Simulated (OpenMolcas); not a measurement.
**CH4BCl (SMILES BCCl): entropy by statistical mechanics**

A singlet with charge 0, relaxed at HF/pcseg-0 (OpenMolcas 26.06):

```xyz
7

B    -0.7213   -0.0171   -0.6481
C     0.4099   -0.1674    0.4347
Cl    1.3970    1.4761    0.7173
H    -1.3747   -0.9839   -0.8765
H    -0.9240    0.9985   -1.2153
H     1.1755   -0.8869    0.1667
H     0.0376   -0.4193    1.4213
```

Harmonic wavenumbers in cm⁻¹: 137, 322, 603, 666, 923, 1012, 1078, 1215, 1312, 1334, 1566, 2761, 2866, 3251, 3307.

Masses in u: B 10.81, C 12.011, Cl 35.45, H 1.008. Take T = 298.15 K, p = 1 bar, R = 8.3145 J/(mol K), kT/hc = 207.22 cm⁻¹, rigid rotor and harmonic oscillator.

**Question.** Compute the standard molar entropy.

**Answer.** 
1. Translation (Sackur–Tetrode): S = R[3/2 ln M + 5/2 ln T − 1.1517] with M = 62.303 gives 160.4 J/(mol K).
2. Rotation: principal moments 15.146, 97.134, 109.167 u Å² give A, B, C = 1.113, 0.1736, 0.1544 cm⁻¹; the symmetry number is σ = 1; q = (√π/σ)√((kT/hc)³/ABC) = 30611; S = R(ln q + 3/2) = 98.4.
3. Vibration: with u = ν̃/207.22, each mode gives R[u/(eᵘ − 1) − ln(1 − e⁻ᵘ)]; the sum is 22.3, most from 137 cm⁻¹ (11.9), 322 cm⁻¹ (5.4), 603 cm⁻¹ (1.9).
4. Electronic: R ln 1 = 0.0, from the spin multiplicity alone.
5. Sum: 160.4 + 98.4 + 22.3 + 0.0 = 281.1 J/(mol K).

No measured value is set beside it here. Where a soft mode is a torsion, a harmonic oscillator describes it poorly.
